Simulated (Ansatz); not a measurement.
## Ansatz (development build ahead of 0.2.0) run

```yaml
crystal:
  periodic: [false, false, false]
  atoms:
    - { symbol: Si, position_ang: [-0.0207, -0.0409, 0.05951] }
    - { symbol: H, position_ang: [1.45295, -0.04107, -0.36976] }
    - { symbol: H, position_ang: [-0.73815, 1.26179, -0.33875] }
    - { symbol: H, position_ang: [-0.69955, -1.21383, -0.41504] }
basis:
  gaussian: { orbitals: def2-TZVP }
magnetization:
  spin_polarized: true
  initial_magnetization: 1
hamiltonian:
  xc: hf
output:
  forces: true
```

The input is written out in the form of the current development build from the run's settings.

Output:

```
Converged                       : yes
Total energy                    : -290.63362 hartree
Spin squared of the determinant : 0.755
Stability test                  : minimum
```

Forces (eV/Å):
| atom | Fx | Fy | Fz |
| --- | --- | --- | --- |
| Si1 | 0.883 | 1.508 | -0.009 |
| H2 | -1.008 | 0.047 | 0.198 |
| H3 | 0.528 | -0.957 | 0.171 |
| H4 | -0.404 | -0.598 | -0.360 |
